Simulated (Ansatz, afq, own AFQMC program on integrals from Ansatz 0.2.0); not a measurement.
Two steps: Ansatz 0.2.0 writes the Fock matrix and Cholesky factors of the valence space, and afq projects on them the lowest state that overlaps trial and start.

```yaml
crystal:
  periodic: [false, false, false]
  atoms:
    - {symbol: Ge, position_ang: [-0.480544, 0.000000, 0.000000]}
    - {symbol: H, position_ang: [-0.991994, 1.446599, 0.000001]}
    - {symbol: H, position_ang: [-0.991994, -0.723300, 1.252791]}
    - {symbol: H, position_ang: [-0.991994, -0.723299, -1.252792]}
    - {symbol: H, position_ang: [1.286456, 0.000000, 0.000000]}
    - {symbol: C, position_ang: [2.550456, 0.000000, 0.000000]}
    - {symbol: H, position_ang: [2.964924, 0.000000, 0.996161]}
    - {symbol: H, position_ang: [2.964924, 0.000000, -0.996161]}
basis:
  gaussian: {orbitals: cc-pVDZ}
magnetization: {spin_polarized: true, initial_magnetization: 2}
correlation: {method: ccsd_t, electrons: outside_noble_gas, hamiltonian_folder: ham}
```

```sh
$ ansatz run in.yaml --threads 1 --pin off --events-out ev --progress --plain --max-ram 16896MiB --backend cuda --devices 0, --max-vram 18GiB
```

Options of the walk:

```
--method phaseless --trial hf --walkers 4000 --populations 20 --least-time 40 --time-step 0.005 --steps-per-block 20 --equilibration-blocks 112 --max-blocks 4000 --target-error 0.0011 --factor-cut 1e-05 --start spin_pure --seed 1919 --taylor-order 6
```

Times are imaginary, in 1/Eh. The walk had a cap of 80 s. With eight or more populations the least sampling time is a fifth of least-time, and the error comes from their spread. Filled inner d shells are frozen with the cores.

Log:

```
orbitals 56  electrons 8 6  factors 458 of 715
reference energy -2116.55070858 Eh
CCSD correlation -0.27545326 Eh in 11 cycles, weight of the determinant in the CISD state 0.8714
energy of the start -2116.551810 Eh
 block  time / (1/Eh)  mean weight  energy / Eh
     1     0.100  1.0008  -2116.609181
     2     0.200  1.0017  -2116.653016
     3     0.300  1.0016  -2116.687906
     4     0.400  1.0016  -2116.714809
     5     0.500  1.0012  -2116.733531
    10     1.000  1.0007  -2116.788701
    25     2.500  1.0003  -2116.827905
    29     2.900  1.0000  -2116.828797
    49     4.900  1.0002  -2116.836324
    69     6.900  1.0003  -2116.836085
    89     8.900  1.0002  -2116.837509
   109    10.900  0.9998  -2116.830191
   129    12.900  1.0002  -2116.834922
   149    14.900  0.9999  -2116.834864
   169    16.900  1.0005  -2116.831661
   177    17.700  1.0002  -2116.838668
   189    18.900  0.9999  -2116.835047
error from the spread of 20 populations
energy -2116.833677 +/- 0.000895 Eh
(rows thinned)
```

The run passed its tests (sampling time, drift between the halves within three errors, error under three times the target), which doesn't prove that it has relaxed.

Against this walk (error 24.4 meV) on the same determinant: CCSD(T) 43.5 meV higher (within the noise), CCSDT(Q) 5.7 meV higher (within the noise), a separate phaseless walk with a CISD trial and standard settings 11.3 ± 24.5 meV higher (within the noise). The error is statistical and leaves out the bias of the constraint.

Cautions: constraint bias not in the error; no relativity below Rb; no spin-orbit coupling; inner d shell frozen; lower spins were not checked.

The walk took 60 s on 1 × NVIDIA H100 80GB HBM3 with 2 threads of AMD EPYC 7R13 Processor (Zen 3), on a shared host (the card was shared). The log's last line is the phaseless energy.

CCSDT and higher add their correlation energy to the determinant of the CCSD(T) run, since their own runs factorise the integrals more tightly (a shift of under 2 meV). A walk keeps the symmetry of its determinant, which the program's search chose and which needn't be the lowest solution, so a lower state of the same spin and another symmetry isn't excluded.
